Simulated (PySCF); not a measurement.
Identify the unknown among the candidates.

All candidates are C4H4N2.

- UV, first state: lowest singlet excitation: 4.52 eV (274 nm, f = 0.000) [TDDFT wB97X-D/def2-SVPD]
- 1H NMR: chemical shifts (computed TMS as zero) by class: 7.83 (1 H), 7.63 (1 H), 6.67 (1 H), 6.38 (1 H) ppm [GIAO PBE0/pcSseg-1]
- UV, strongest line: among the 10 lowest singlet transitions: S2 at 5.91 eV (210 nm, f = 0.498) [TDDFT wB97X-D/def2-SVPD]
- Rotational structure: rotational constants A, B, C: 5.007, 3.863, 2.181 GHz [PBE0-D3(BJ)/def2-SVP]
- Valence photoelectron: vertical ionisation energy: 10.12 eV [ΔSCF wB97X-D/def2-SVPD]
- 13C NMR: chemical shifts (computed TMS as zero) by class: 162.1 (1 C), 142.8 (1 C), 138.3 (1 C), 116.6 (1 C) ppm [GIAO PBE0/pcSseg-1]

The electronic properties come from PySCF, for the isolated species, density fitting. Levels stand in brackets. Isolated species at its PBE0-D3(BJ)/def2-SVP geometry (one conformer only). NMR classes are plain means over equivalent atoms (diastereotopic ones count apart unless rotation or inversion swaps them), as if these changed places fast.

Question: Which candidate is it?
A. `C=NC(=C)C#N`
B. `N#CC[C@H]1C=N1`
C. `CC(C#N)C#N`

Answer: A. It is `C=NC(=C)C#N`. Numbering: `[CH2:1]=[N:2][C:3](=[CH2:4])[C:5]#[N:6]`. Its formula, C4H4N2, gives 4 degrees of unsaturation: 0 rings and 4 π bonds in the structure found. 4 carbons fall into 4 classes; from least to most shielded: imine carbon [C1] (162.1 ppm), terminal =CH2 carbon [C4] (142.8 ppm), vinylic carbon bearing nitrogen [C3] (138.3 ppm), nitrile carbon [C5] (116.6 ppm). Hydrogen classes from least to most shielded: 1 H on an imine carbon, C1 (7.83 ppm), 1 H on an imine carbon, C1 (7.63 ppm), 1 H on a terminal =CH2 carbon, C4 (6.67 ppm), 1 H on a terminal =CH2 carbon, C4 (6.38 ppm). S1 is mainly HOMO−1→LUMO (weight 0.91); the largest Löwdin shares of the orbital it empties are 0.60 on the imine nitrogen, 0.15 on the imine carbon, 0.08 on the vinylic carbon bearing nitrogen and 0.06 on a hydrogen on a C=N carbon, of the orbital it fills 0.30 on the terminal =CH2 carbon, 0.21 on the imine carbon, 0.15 on the vinylic carbon bearing nitrogen and 0.11 on the imine nitrogen. The first electron is taken from the HOMO, whose largest Löwdin shares are 0.29 on the terminal =CH2 carbon, 0.23 on the vinylic carbon bearing nitrogen, 0.12 on the imine carbon and 0.12 on the imine nitrogen. The optimised geometry has point group Cs and is an asymmetric top.

The others, at the same levels:
- `CC(C#N)C#N` fails: it has 3 carbon classes against 4; its computed 13C shifts are 119.0 (2 C), 19.5 (1 C), 17.2 (1 C) ppm, 1H shifts are 3.18 (1 H), 1.59 (3 H) ppm and lowest singlet excitation is 7.53 eV (165 nm, f = 0.002) (against 4.52 eV).
- `N#CC[C@H]1C=N1` fails: its computed 13C shifts are 178.7 (1 C), 121.5 (1 C), 25.3 (1 C), 25.3 (1 C) ppm, 1H shifts are 10.39 (1 H), 3.01 (1 H), 1.82 (1 H), 1.10 (1 H) ppm and lowest singlet excitation is 5.23 eV (237 nm, f = 0.000) (against 4.52 eV).

Each candidate is one conformer, not necessarily the lowest. Dipoles, sizes and rotational constants follow the conformer. The torsions of the flexible species, by atom-mapped SMILES:
- `[CH2:1]=[N:2][C:3](=[CH2:4])[C:5]#[N:6]`: C1–N2–C3–C4 180°
- `[N:1]#[C:2][CH2:3][C@H:4]1[CH:5]=[N:6]1`: C2–C3–C4–C5 94°
